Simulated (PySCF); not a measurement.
Potential energy of MgS along the bond

Set-up: PySCF, no relativity, basis sets Mg def2-SVPD, S def2-SVPD. Energies in eV from Mg + S in their ground configurations at the same level. State: ¹Σ⁺ (singlet), closed shell.

| R (Å) | PBE | ωB97X |
| --- | --- | --- |
| 1.867 | -1.293 | -1.009 |
| 1.954 | -1.833 | -1.511 |
| 2.041 | -2.139 | -1.777 |
| 2.106 | -2.254 | -1.860 |
| 2.171 | -2.295 | -1.870 |
| 2.236 | -2.279 | -1.823 |
| 2.323 | -2.192 | -1.696 |
| 2.432 | -2.011 | -1.472 |
| 2.562 | -1.735 | -1.157 |
| 2.736 | -1.330 | -0.721 |

Put a parabola through the three lowest points of the PBE curve and estimate Re, k and ωe (reduced mass 13.7 u; 1 eV/Å² = 0.16022 mdyn/Å; ωe = 1302.8·√(k/μ) cm⁻¹).

Through R = 2.106, 2.171, 2.236 Å the second-order coefficient is 6.75 eV/Å², so Re ≈ 2.185 Å, k ≈ 2.16 mdyn/Å and ωe ≈ 517 cm⁻¹. A polynomial fit of higher order to the unrounded PBE energies gives Re = 2.183 Å, k = 2.05 mdyn/Å, ωe = 504 cm⁻¹; anharmonicity and rounding make the difference.

The higher-order fit for each curve: PBE: Re = 2.183 Å, ωe = 504 cm⁻¹, De = 2.30 eV; ωB97X: Re = 2.147 Å, ωe = 540 cm⁻¹, De = 1.87 eV.
